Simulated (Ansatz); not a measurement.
**Rutile SnO₂: Voigt–Reuss–Hill bulk modulus by level of theory**

No measured value is used here.

```tsv
level (code)	value (GPa)	cell (Å³/atom)
LDA (Ansatz)	208	11.86
PBE (Ansatz)	?	12.58
r²SCAN (Ansatz)	207	12.09
```

Problem. Fill in the missing entries.

Solution. 
- PBE (Ansatz, an electronic-structure program), value (GPa): 172

Each level is taken at its own relaxed cell. Cutoffs differ between the levels. Ansatz's density-functional and Hartree–Fock values are scalar-relativistic unless marked +SOC, with PAW data made under PBE.
